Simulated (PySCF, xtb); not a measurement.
fluoroethene (C2H3F), SMILES C=CF.

GFN2-xTB run with xtb at its own geometry gives an orbital gap of 5.45 eV and a dipole moment of 1.93 D.

Coordinates come from a B3LYP-D3(BJ)/def2-TZVP optimisation.

Q: What does r2SCAN/def2-TZVPD (PySCF) give? (The exact figures need the calculation; the answer reports its results.)

A: gap 6.15 eV (levels -6.78 and -0.63 eV), dipole 1.33 D.
